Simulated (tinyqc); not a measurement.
G0W0 on RHF in the sto-6g basis, for H2O, spin multiplicity 1, step by step (part 1 of 2). Computed by tinyqc, a small Python program that keeps every step (integrals from PySCF). Settings: charge = 0, multiplicity = 1, basis = sto-6g, method = RHF, energy threshold = 1e-10, iteration cap = 90, orthogonalisation = symmetric, start = atomic densities, DIIS depth = 6. Command: `OMP_NUM_THREADS=1 python tinyqc.py 26174 26175 out.jsonl` (the two numbers bound the seeds that draw the settings). One thread of a shared host (Intel(R) Xeon(R) Processor @ 2.60GHz), about 0.1 s of CPU time with the checks. The early iterations of the SCF are left out here.

## One-electron integrals

Geometry (angstrom):
```
atom       x        y       z
O     0.0000   0.0000  0.0000
H     0.0000   0.7810  0.7130
H     0.0000  -0.7810  0.7130
```

Basis sto-6g: exponents (1/bohr^2) and contraction coefficients of normalised primitives:
```
element  l (shell)   exponent  coefficient
O            s (1)  1355.5842       0.0092
O            s (1)   248.5449       0.0494
O            s (1)    69.5339       0.1685
O            s (1)    23.8868       0.3706
O            s (1)     9.2759       0.4165
O            s (1)     3.8203       0.1303
O            s (2)    52.1878      -0.0133
O            s (2)    10.3293      -0.0470
O            s (2)     3.2103      -0.0338
O            s (2)     1.2351       0.2502
O            s (2)     0.5364       0.5951
O            s (2)     0.2459       0.2407
O            p (3)    52.1878       0.0038
O            p (3)    10.3293       0.0377
O            p (3)     3.2103       0.1739
O            p (3)     1.2351       0.4180
O            p (3)     0.5364       0.4259
O            p (3)     0.2459       0.1017
H            s (1)    35.5232       0.0092
H            s (1)     6.5131       0.0494
H            s (1)     1.8221       0.1685
H            s (1)     0.6260       0.3706
H            s (1)     0.2431       0.4165
H            s (1)     0.1001       0.1303
```

Overlap, kinetic and nuclear-attraction integrals over the contracted functions; the nuclear repulsion is the sum of Za Zb / Rab.

nuclear repulsion = 8.345161 hartree

overlap S:
```
         1O 1s   1O 2s  1O 2px   1O 2py  1O 2pz   2H 1s    3H 1s
1O 1s   1.0000  0.2311  0.0000   0.0000  0.0000  0.0440   0.0440
1O 2s   0.2311  1.0000  0.0000   0.0000  0.0000  0.4136   0.4136
1O 2px  0.0000  0.0000  1.0000   0.0000  0.0000  0.0000   0.0000
1O 2py  0.0000  0.0000  0.0000   1.0000  0.0000  0.2631  -0.2631
1O 2pz  0.0000  0.0000  0.0000   0.0000  1.0000  0.2402   0.2402
2H 1s   0.0440  0.4136  0.0000   0.2631  0.2402  1.0000   0.2348
3H 1s   0.0440  0.4136  0.0000  -0.2631  0.2402  0.2348   1.0000
```

kinetic energy T (hartree):
```
          1O 1s    1O 2s  1O 2px   1O 2py  1O 2pz    2H 1s    3H 1s
1O 1s   29.3272  -0.8960  0.0000   0.0000  0.0000  -0.0052  -0.0052
1O 2s   -0.8960   0.8426  0.0000   0.0000  0.0000   0.0847   0.0847
1O 2px   0.0000   0.0000  2.5313   0.0000  0.0000   0.0000   0.0000
1O 2py   0.0000   0.0000  0.0000   2.5313  0.0000   0.1562  -0.1562
1O 2pz   0.0000   0.0000  0.0000   0.0000  2.5313   0.1426   0.1426
2H 1s   -0.0052   0.0847  0.0000   0.1562  0.1426   0.7685   0.0039
3H 1s   -0.0052   0.0847  0.0000  -0.1562  0.1426   0.0039   0.7685
```

nuclear attraction V (hartree):
```
           1O 1s    1O 2s   1O 2px    1O 2py    1O 2pz    2H 1s    3H 1s
1O 1s   -62.2591  -6.3826   0.0000    0.0000   -0.0181  -1.3905  -1.3905
1O 2s    -6.3826  -9.9939   0.0000    0.0000   -0.2079  -3.2303  -3.2303
1O 2px    0.0000   0.0000  -9.9271    0.0000    0.0000   0.0000   0.0000
1O 2py    0.0000   0.0000   0.0000  -10.0357    0.0000  -1.8198   1.8198
1O 2pz   -0.0181  -0.2079   0.0000    0.0000  -10.0176  -1.7270  -1.7270
2H 1s    -1.3905  -3.2303   0.0000   -1.8198   -1.7270  -5.4825  -1.3939
3H 1s    -1.3905  -3.2303   0.0000    1.8198   -1.7270  -1.3939  -5.4825
```

core Hamiltonian H = T + V (hartree):
```
           1O 1s    1O 2s   1O 2px   1O 2py   1O 2pz    2H 1s    3H 1s
1O 1s   -32.9319  -7.2786   0.0000   0.0000  -0.0181  -1.3957  -1.3957
1O 2s    -7.2786  -9.1513   0.0000   0.0000  -0.2079  -3.1456  -3.1456
1O 2px    0.0000   0.0000  -7.3958   0.0000   0.0000   0.0000   0.0000
1O 2py    0.0000   0.0000   0.0000  -7.5044   0.0000  -1.6636   1.6636
1O 2pz   -0.0181  -0.2079   0.0000   0.0000  -7.4863  -1.5844  -1.5844
2H 1s    -1.3957  -3.1456   0.0000  -1.6636  -1.5844  -4.7140  -1.3901
3H 1s    -1.3957  -3.1456   0.0000   1.6636  -1.5844  -1.3901  -4.7140
```

## Two-electron integrals

Functions are numbered as in S; the eight-fold symmetry (ij|kl) = (ji|kl) = (kl|ij) leaves the list below.

Two-electron integrals (ij|kl) in chemists' order, unique and non-zero (hartree):
```
(11|11) 4.7875      (21|11) 0.6759      (21|21) 0.1215      (22|11) 1.1174
(22|21) 0.2492      (22|22) 0.8174      (31|31) 0.0258      (32|31) 0.0391
(32|32) 0.1807      (33|11) 1.1174      (33|21) 0.2492      (33|22) 0.8174
(33|33) 0.8807      (41|41) 0.0258      (42|41) 0.0391      (42|42) 0.1807
(43|43) 0.0475      (44|11) 1.1174      (44|21) 0.2492      (44|22) 0.8174
(44|33) 0.7857      (44|44) 0.8807      (51|51) 0.0258      (52|51) 0.0391
(52|52) 0.1807      (53|53) 0.0475      (54|54) 0.0475      (55|11) 1.1174
(55|21) 0.2492      (55|22) 0.8174      (55|33) 0.7857      (55|44) 0.7857
(55|55) 0.8807      (61|11) 0.1372      (61|21) 0.0236      (61|22) 0.0474
(61|33) 0.0473      (61|41) 0.0009      (61|42) 0.0017      (61|44) 0.0475
(61|51) 0.0008      (61|52) 0.0015      (61|54) 1.52e-04    (61|55) 0.0475
(61|61) 0.0047      (62|11) 0.3387      (62|21) 0.0766      (62|22) 0.2790
(62|33) 0.2743      (62|41) 0.0045      (62|42) 0.0337      (62|44) 0.2819
(62|51) 0.0041      (62|52) 0.0308      (62|54) 0.0070      (62|55) 0.2806
(62|61) 0.0150      (62|62) 0.1193      (63|31) 0.0084      (63|32) 0.0478
(63|43) 0.0069      (63|53) 0.0063      (63|63) 0.0167      (64|11) 0.1825
(64|21) 0.0419      (64|22) 0.1625      (64|33) 0.1553      (64|41) 0.0106
(64|42) 0.0662      (64|44) 0.1735      (64|51) 0.0020      (64|52) 0.0169
(64|54) 0.0103      (64|55) 0.1589      (64|61) 0.0086      (64|62) 0.0845
(64|64) 0.0759      (65|11) 0.1666      (65|21) 0.0382      (65|22) 0.1484
(65|33) 0.1417      (65|41) 0.0020      (65|42) 0.0169      (65|44) 0.1457
(65|51) 0.0102      (65|52) 0.0632      (65|54) 0.0106      (65|55) 0.1577
(65|61) 0.0078      (65|62) 0.0771      (65|64) 0.0540      (65|65) 0.0660
(66|11) 0.4877      (66|21) 0.1124      (66|22) 0.4684      (66|33) 0.4499
(66|41) 0.0085      (66|42) 0.0867      (66|44) 0.4802      (66|51) 0.0078
(66|52) 0.0792      (66|54) 0.0277      (66|55) 0.4752      (66|61) 0.0222
(66|62) 0.2559      (66|64) 0.2069      (66|65) 0.1889      (66|66) 0.7750
(71|11) 0.1372      (71|21) 0.0236      (71|22) 0.0474      (71|33) 0.0473
(71|41) -0.0009     (71|42) -0.0017     (71|44) 0.0475      (71|51) 0.0008
(71|52) 0.0015      (71|54) -1.52e-04   (71|55) 0.0475      (71|61) 0.0046
(71|62) 0.0145      (71|64) 0.0076      (71|65) 0.0076      (71|66) 0.0213
(71|71) 0.0047      (72|11) 0.3387      (72|21) 0.0766      (72|22) 0.2790
(72|33) 0.2743      (72|41) -0.0045     (72|42) -0.0337     (72|44) 0.2819
(72|51) 0.0041      (72|52) 0.0308      (72|54) -0.0070     (72|55) 0.2806
(72|61) 0.0145      (72|62) 0.0980      (72|64) 0.0478      (72|65) 0.0618
(72|66) 0.1735      (72|71) 0.0150      (72|72) 0.1193      (73|31) 0.0084
(73|32) 0.0478      (73|43) -0.0069     (73|53) 0.0063      (73|63) 0.0133
(73|73) 0.0167      (74|11) -0.1825     (74|21) -0.0419     (74|22) -0.1625
(74|33) -0.1553     (74|41) 0.0106      (74|42) 0.0662      (74|44) -0.1735
(74|51) -0.0020     (74|52) -0.0169     (74|54) 0.0103      (74|55) -0.1589
(74|61) -0.0076     (74|62) -0.0478     (74|64) -0.0104     (74|65) -0.0294
(74|66) -0.0751     (74|71) -0.0086     (74|72) -0.0845     (74|74) 0.0759
(75|11) 0.1666      (75|21) 0.0382      (75|22) 0.1484      (75|33) 0.1417
(75|41) -0.0020     (75|42) -0.0169     (75|44) 0.1457      (75|51) 0.0102
(75|52) 0.0632      (75|54) -0.0106     (75|55) 0.1577      (75|61) 0.0076
(75|62) 0.0618      (75|64) 0.0294      (75|65) 0.0516      (75|66) 0.1198
(75|71) 0.0078      (75|72) 0.0771      (75|74) -0.0540     (75|75) 0.0660
(76|11) 0.1366      (76|21) 0.0313      (76|22) 0.1243      (76|33) 0.1211
(76|44) 0.1232      (76|51) 0.0026      (76|52) 0.0232      (76|55) 0.1285
(76|61) 0.0061      (76|62) 0.0541      (76|64) 0.0331      (76|65) 0.0394
(76|66) 0.1235      (76|71) 0.0061      (76|72) 0.0541      (76|74) -0.0331
(76|75) 0.0394      (76|76) 0.0308      (77|11) 0.4877      (77|21) 0.1124
(77|22) 0.4684      (77|33) 0.4499      (77|41) -0.0085     (77|42) -0.0867
(77|44) 0.4802      (77|51) 0.0078      (77|52) 0.0792      (77|54) -0.0277
(77|55) 0.4752      (77|61) 0.0213      (77|62) 0.1735      (77|64) 0.0751
(77|65) 0.1198      (77|66) 0.3333      (77|71) 0.0222      (77|72) 0.2559
(77|74) -0.2069     (77|75) 0.1889      (77|76) 0.1235      (77|77) 0.7750
```

## Orthogonalisation

S = U s U^T; symmetric (Loewdin) form X = U s^(-1/2) U^T, so that X^T S X = 1.

eigenvalues of S: 0.4077  0.4925  0.8812  1.0000  1.1040  1.2727  1.8419

X:
```
          1O 1s    1O 2s  1O 2px   1O 2py   1O 2pz    2H 1s    3H 1s
1O 1s    1.0225  -0.1341  0.0000   0.0000  -0.0082   0.0179   0.0179
1O 2s   -0.1341   1.1776  0.0000   0.0000   0.0892  -0.2393  -0.2393
1O 2px   0.0000   0.0000  1.0000   0.0000   0.0000   0.0000   0.0000
1O 2py   0.0000   0.0000  0.0000   1.0746   0.0000  -0.1816   0.1816
1O 2pz  -0.0082   0.0892  0.0000   0.0000   1.0508  -0.1366  -0.1366
2H 1s    0.0179  -0.2393  0.0000  -0.1816  -0.1366   1.1530  -0.0837
3H 1s    0.0179  -0.2393  0.0000   0.1816  -0.1366  -0.0837   1.1530
```

## Iteration 8 (converged): orbitals

converged F (hartree):
```
           1O 1s    1O 2s   1O 2px   1O 2py   1O 2pz    2H 1s    3H 1s
1O 1s   -20.5246  -4.9655   0.0000   0.0000  -0.0263  -0.9536  -0.9536
1O 2s    -4.9655  -2.3226   0.0000   0.0000  -0.0960  -0.8584  -0.8584
1O 2px    0.0000   0.0000  -0.3991   0.0000   0.0000   0.0000   0.0000
1O 2py    0.0000   0.0000   0.0000  -0.2620   0.0000  -0.3508   0.3508
1O 2pz   -0.0263  -0.0960   0.0000   0.0000  -0.3067  -0.3653  -0.3653
2H 1s    -0.9536  -0.8584   0.0000  -0.3508  -0.3653  -0.4691  -0.3266
3H 1s    -0.9536  -0.8584   0.0000   0.3508  -0.3653  -0.3266  -0.4691
```

Diagonalise F' = X^T F X, C = X C', fill 5 alpha and 5 beta electrons from the bottom; D = 2 C_occ C_occ^T. Each column has its largest component positive (the first on a tie).

F' = X^T F X (hartree):
```
          1        2        3        4        5        6        7
1  -20.1986  -2.5022   0.0000   0.0000  -0.0478  -0.1444  -0.1444
2   -2.5022  -1.2581   0.0000   0.0000   0.1112  -0.4289  -0.4289
3    0.0000   0.0000  -0.3991   0.0000   0.0000   0.0000   0.0000
4    0.0000   0.0000   0.0000  -0.0382   0.0000  -0.4062   0.4062
5   -0.0478   0.1112   0.0000   0.0000  -0.1511  -0.3290  -0.3290
6   -0.1444  -0.4289   0.0000  -0.4062  -0.3290  -0.0143  -0.0942
7   -0.1444  -0.4289   0.0000   0.4062  -0.3290  -0.0942  -0.0143
```

orbital energies (hartree): MO1 -20.5276, MO2 -1.2402, MO3 -0.5566, MO4 -0.4672, MO5 -0.3991, MO6 0.5187, MO7 0.5983

coefficients C:
```
            MO1      MO2      MO3      MO4     MO5      MO6      MO7
1O 1s    0.9968  -0.2253   0.0000   0.0938  0.0000  -0.1047   0.0000
1O 2s    0.0146   0.8725   0.0000  -0.5157  0.0000   0.7069   0.0000
1O 2px   0.0000   0.0000   0.0000   0.0000  1.0000   0.0000   0.0000
1O 2py   0.0000   0.0000   0.6258   0.0000  0.0000   0.0000   0.9106
1O 2pz   0.0027   0.1042   0.0000   0.7295  0.0000   0.7788   0.0000
2H 1s   -0.0030   0.1441   0.4511   0.3242  0.0000  -0.7225  -0.7709
3H 1s   -0.0030   0.1441  -0.4511   0.3242  0.0000  -0.7225   0.7709
```

D after iteration 8:
```
          1O 1s    1O 2s  1O 2px   1O 2py   1O 2pz    2H 1s    3H 1s
1O 1s    2.1063  -0.4607  0.0000   0.0000   0.0953  -0.0101  -0.0101
1O 2s   -0.4607   2.0549  0.0000   0.0000  -0.5705  -0.0830  -0.0830
1O 2px   0.0000   0.0000  2.0000   0.0000   0.0000   0.0000   0.0000
1O 2py   0.0000   0.0000  0.0000   0.7832   0.0000   0.5645  -0.5645
1O 2pz   0.0953  -0.5705  0.0000   0.0000   1.0860   0.5030   0.5030
2H 1s   -0.0101  -0.0830  0.0000   0.5645   0.5030   0.6587  -0.1552
3H 1s   -0.0101  -0.0830  0.0000  -0.5645   0.5030  -0.1552   0.6587
```

## Convergence

Stop when the energy changes by less than 1e-10 hartree and every element of the error matrix X^T (F D S - S D F) X is below 3e-06.

Course of the cycle:
```
iteration  E (hartree)     change  largest element of the error matrix
1           -75.987859          -                             1.08e+00
2           -75.624541   3.63e-01                             1.98e-01
3           -75.670230  -4.57e-02                             2.46e-02
4           -75.671189  -9.59e-04                             4.45e-03
5           -75.671221  -3.16e-05                             3.02e-04
6           -75.671221  -3.70e-07                             7.49e-05
7           -75.671221  -2.20e-08                             2.67e-07
8           -75.671221  -1.85e-13                             3.13e-10
```

PySCF RHF in the same basis = -75.671221 hartree

Converged in 8 iterations.

## Integrals over molecular orbitals

(pq|rs) = sum C_ip C_jq C_kr C_ls (ij|kl), one index at a time.

one-electron integrals over orbitals h = C^T H C (hartree):
```
          1        2        3        4        5        6        7
1  -32.9191   0.5723   0.0000  -0.2325   0.0000   0.2701   0.0000
2    0.5723  -7.6442   0.0000   0.5288   0.0000  -1.2906   0.0000
3    0.0000   0.0000  -6.1696   0.0000   0.0000   0.0000  -1.7264
4   -0.2325   0.5288   0.0000  -6.6970   0.0000  -1.2650   0.0000
5    0.0000   0.0000   0.0000   0.0000  -7.3958   0.0000   0.0000
6    0.2701  -1.2906   0.0000  -1.2650   0.0000  -5.4256   0.0000
7    0.0000   0.0000  -1.7264   0.0000   0.0000   0.0000  -5.5020
```

Two-electron integrals over orbitals (pq|rs), unique and non-zero (hartree):
```
(11|11) 4.7630      (21|11) -0.4343     (21|21) 0.0640      (22|11) 1.0281
(22|21) -0.0154     (22|22) 0.7283      (31|31) 0.0115      (32|31) 0.0175
(32|32) 0.1344      (33|11) 0.7864      (33|21) -0.0044     (33|22) 0.6316
(33|33) 0.6124      (41|11) 0.1853      (41|21) -0.0251     (41|22) 0.0143
(41|33) 0.0058      (41|41) 0.0267      (42|11) -0.1553     (42|21) 0.0094
(42|22) -0.0160     (42|33) 0.0031      (42|41) 0.0170      (42|42) 0.1285
(43|31) -0.0034     (43|32) 0.0231      (43|43) 0.0542      (44|11) 0.9471
(44|21) -0.0118     (44|22) 0.6624      (44|33) 0.5795      (44|41) -0.0092
(44|42) -0.0955     (44|44) 0.7170      (51|51) 0.0267      (52|51) 0.0328
(52|52) 0.1485      (53|53) 0.0278      (54|51) -0.0130     (54|52) -0.0470
(54|54) 0.0511      (55|11) 1.1171      (55|21) -0.0114     (55|22) 0.7535
(55|33) 0.6168      (55|41) 0.0046      (55|42) -0.0809     (55|44) 0.6977
(55|55) 0.8807      (61|11) -0.2145     (61|21) 0.0341      (61|22) -0.0013
(61|33) 0.0009      (61|41) 0.0010      (61|42) 0.0215      (61|44) -0.0172
(61|55) -0.0052     (61|61) 0.0303      (62|11) 0.2880      (62|21) -0.0067
(62|22) 0.1388      (62|33) 0.0747      (62|41) 0.0190      (62|42) 0.0272
(62|44) 0.0666      (62|55) 0.1474      (62|61) 0.0101      (62|62) 0.0995
(63|31) 0.0033      (63|32) -0.0315     (63|43) -0.0328     (63|63) 0.0676
(64|11) 0.2575      (64|21) -0.0028     (64|22) 0.1168      (64|33) 0.0497
(64|41) -5.34e-05   (64|42) -0.0533     (64|44) 0.1311      (64|55) 0.1425
(64|61) -0.0022     (64|62) 0.0581      (64|64) 0.0940      (65|51) 0.0135
(65|52) 0.0523      (65|54) 0.0038      (65|65) 0.0357      (66|11) 0.8146
(66|21) -0.0078     (66|22) 0.6115      (66|33) 0.5634      (66|41) 0.0190
(66|42) 0.0482      (66|44) 0.5547      (66|55) 0.5915      (66|61) 0.0093
(66|62) 0.1002      (66|64) 0.0519      (66|66) 0.5989      (71|31) 0.0150
(71|32) 0.0216      (71|43) -0.0045     (71|63) 0.0038      (71|71) 0.0196
(72|31) 0.0145      (72|32) 0.0488      (72|43) -0.0345     (72|63) 0.0325
(72|71) 0.0181      (72|72) 0.0648      (73|11) 0.3663      (73|21) -0.0069
(73|22) 0.1525      (73|33) 0.0903      (73|41) -0.0006     (73|42) -0.0832
(73|44) 0.1412      (73|55) 0.1969      (73|61) -0.0061     (73|62) 0.0703
(73|64) 0.0989      (73|66) 0.0437      (73|73) 0.1605      (74|31) -0.0091
(74|32) -0.0766     (74|43) -0.0101     (74|63) 0.0501      (74|71) -0.0117
(74|72) -0.0154     (74|74) 0.0732      (75|53) 0.0237      (75|75) 0.0239
(76|31) 0.0079      (76|32) 0.0867      (76|43) 0.0577      (76|63) -0.0597
(76|71) 0.0098      (76|72) -0.0087     (76|74) -0.0616     (76|76) 0.1110
(77|11) 0.8311      (77|21) -0.0082     (77|22) 0.6096      (77|33) 0.5924
(77|41) 0.0039      (77|42) -0.0129     (77|44) 0.5817      (77|55) 0.6063
(77|61) -0.0033     (77|62) 0.0626      (77|64) 0.0437      (77|66) 0.5606
(77|73) 0.0842      (77|77) 0.5989
```

## Screening: direct RPA

With D = e_a - e_i and K = (ia|jb): diagonalise D^(1/2) (D + 4K) D^(1/2) = Z w^2 Z^T; X + Y = D^(1/2) Z w^(-1/2), each column of Z with its largest component positive (the first on a tie); E_c = (sum w - tr (D + 2K)) / 2.

D^(1/2) (D + 4K) D^(1/2) (hartree^2):
```
          1>6       1>7     2>6      2>7     3>6      3>7      4>6      4>7
1>6  445.4927    0.0000  0.2447   0.0000  0.0000  -0.1209  -0.0409   0.0000
1>7    0.0000  447.9597  0.0000   0.4510  0.0727   0.0000   0.0000  -0.2217
2>6    0.2447    0.0000  3.7936   0.0000  0.0000   0.4010   0.3062   0.0000
2>7    0.0000    0.4510  0.0000   3.8571  0.1830   0.0000   0.0000  -0.0863
3>6    0.0000    0.0727  0.0000   0.1830  1.4469   0.0000   0.0000   0.2144
3>7   -0.1209    0.0000  0.4010   0.0000  0.0000   2.0755   0.4220   0.0000
4>6   -0.0409    0.0000  0.3062   0.0000  0.0000   0.4220   1.3426   0.0000
4>7    0.0000   -0.2217  0.0000  -0.0863  0.2144   0.0000   0.0000   1.4474
5>6    0.0000    0.0000  0.0000   0.0000  0.0000   0.0000   0.0000   0.0000
5>7    0.0000    0.0000  0.0000   0.0000  0.0000   0.0000   0.0000   0.0000

        5>6     5>7
1>6  0.0000  0.0000
1>7  0.0000  0.0000
2>6  0.0000  0.0000
2>7  0.0000  0.0000
3>6  0.0000  0.0000
3>7  0.0000  0.0000
4>6  0.0000  0.0000
4>7  0.0000  0.0000
5>6  0.9732  0.0000
5>7  0.0000  1.0903
```

excitation energies w (hartree): 0.9865  1.0442  1.0701  1.1040  1.2882  1.4574  1.9678  1.9856  21.1067  21.1651

X + Y:
```
          1       2        3        4        5        6        7        8
1>6  0.0000  0.0000   0.0000   0.0000   0.0000   0.0016   0.0000  -0.0015
1>7  0.0000  0.0000   0.0000  -0.0017   0.0011   0.0000  -0.0034   0.0000
2>6  0.0000  0.0000  -0.0590   0.0000   0.0000  -0.3082   0.0000   0.9023
2>7  0.0000  0.0000   0.0000  -0.0932  -0.0358   0.0000   0.9636   0.0000
3>6  0.0000  0.0000   0.0000   0.7041   0.6368   0.0000   0.0537   0.0000
3>7  0.0000  0.0000  -0.4115   0.0000   0.0000   0.7889   0.0000   0.1833
4>6  0.0000  0.0000   0.8803   0.0000   0.0000   0.3032   0.0000   0.1070
4>7  0.0000  0.0000   0.0000  -0.6847   0.6516   0.0000  -0.0213   0.0000
5>6  0.9645  0.0000   0.0000   0.0000   0.0000   0.0000   0.0000   0.0000
5>7  0.0000  0.9774   0.0000   0.0000   0.0000   0.0000   0.0000   0.0000

           9       10
1>6   0.9986   0.0000
1>7   0.0000   0.9991
2>6   0.0002   0.0000
2>7   0.0000   0.0003
3>6   0.0000   0.0000
3>7  -0.0001   0.0000
4>6   0.0000   0.0000
4>7   0.0000  -0.0001
5>6   0.0000   0.0000
5>7   0.0000   0.0000
```

RPA correlation energy = -0.064501 hartree

## G0W0 on Hartree-Fock: HOMO

W(p,q,m) = sqrt2 sum_ia (pq|ia) (X+Y)_ia,m; Sigma_c(x) = sum_(i,m) W^2/(x - e_i + w_m) + sum_(a,m) W^2/(x - e_a - w_m); solve x = e_p + Sigma_c(x) by Newton steps; Z = 1/(1 - dSigma/dx); 1 hartree = 27.211386 eV.

The 12 largest terms at x = e_p (hartree; W for the signs of X + Y given):
```
q  m        W      term
5  8   0.2607    0.0342
5  6   0.2165    0.0322
2  1   0.0713    0.0028
5  3   0.0506    0.0024
6  1   0.0486   -0.0012
3  2   0.0328    0.0009
7  2   0.0330   -0.0005
4  1   0.0052  2.52e-05
1  1   0.0184  1.61e-05
5  9  -0.0073  2.53e-06
```

Newton steps (hartree):
```
step        x  Sigma_c(x)       Z
0     -0.3991      0.0707  0.9572
1     -0.3314      0.0678  0.9603
2     -0.3313      0.0678  0.9603
3     -0.3313      0.0678  0.9603
```

quasiparticle energy of the HOMO = -9.0147 eV

Hartree-Fock value = -10.8602 eV
